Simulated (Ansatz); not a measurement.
# CH₄MgS (SMILES C[S][MgH]): one structure at several levels

An exercise on one series of results from a longer session: the logs are not shown, and one member is left open.

Method: single points in def2-TZVPP; program: Ansatz 0.2.0, Gaussian basis.

Correlated methods freeze the cores. The outer core shell of Li, Na, Mg and K is correlated. B3LYP uses VWN-RPA correlation.

## The starting structure

SMILES `C[S][MgH]`, 7 atoms, charge 0, spin multiplicity 1.

Atoms are counted from 1 here; the program's logs count them from 0.

Bond lengths: C1–S2 1.919 Å, C1–H4 0.956 Å, C1–H5 1.166 Å, C1–H6 1.342 Å, S2–Mg3 2.356 Å, Mg3–H7 1.778 Å. Angles: S2–C1–H4 112.9°, S2–C1–H5 109.2°, S2–C1–H6 100.1°, H4–C1–H5 119.3°, H4–C1–H6 103.4°, H5–C1–H6 110.1°, C1–S2–Mg3 85.7°, S2–Mg3–H7 126.1°.

Coordinates:

```
atom    x (Å)    y (Å)    z (Å)
  C1  -0.5806   0.5185  -0.2017
  S2  -0.7206  -0.4978   1.4200
 Mg3   1.1942  -1.6400   0.6598
  H4  -0.9262   0.0544  -0.9626
  H5   0.4793   1.0016  -0.2611
  H6  -1.5042   1.4629   0.0325
  H7   2.1811  -1.2038  -0.7533
```

The first run:

Contents of run/in.yaml:

```yaml
crystal:
  periodic: [false, false, false]
  atoms:
    - {symbol: C, position_ang: [-0.580600, 0.518500, -0.201700]}
    - {symbol: S, position_ang: [-0.720600, -0.497800, 1.420000]}
    - {symbol: Mg, position_ang: [1.194200, -1.640000, 0.659800]}
    - {symbol: H, position_ang: [-0.926200, 0.054400, -0.962600]}
    - {symbol: H, position_ang: [0.479300, 1.001600, -0.261100]}
    - {symbol: H, position_ang: [-1.504200, 1.462900, 0.032500]}
    - {symbol: H, position_ang: [2.181100, -1.203800, -0.753300]}
basis:
  gaussian: {orbitals: def2-TZVPP}
correlation: {method: ccsd_t}
output: {forces: true}
```

No record of the launch command was kept for these runs.

Among the steps run: CCSD(T)/def2-TZVPP; PBE0-D4/def2-TZVPP; wB97M-V/def2-TZVPP; r2SCAN-D4/def2-TZVPP; PBE-D4/def2-TZVPP; B3LYP-D4/def2-TZVPP; SPW92/def2-TZVPP.

One table of the session follows, with a row left open; its other results are not shown here.

| method | RMS force component (eV/Å) | angle to CCSD(T) forces (°) | dipole (D) |
| --- | --- | --- | --- |
| CCSD(T) | 2.802 | reference | 3.36 |
| PBE0-D4 | 2.839 | 1.8 | 3.12 |
| wB97M-V | 2.814 | 1.6 | 3.30 |
| r2SCAN-D4 | 2.791 | 0.8 | 3.06 |
| PBE-D4 | 2.774 | 2.4 | 2.78 |
| B3LYP-D4 | 2.757 | 0.6 | 3.05 |
| SPW92 | ? | ? | ? |

**Question.** Estimate the row for SPW92.

**Answer.** RMS force component (eV/Å): 2.832; angle to CCSD(T) forces (°): 4.0; dipole (D): 2.67. In the column «RMS force component (eV/Å)» it lies between wB97M-V (2.814) and PBE0-D4 (2.839).
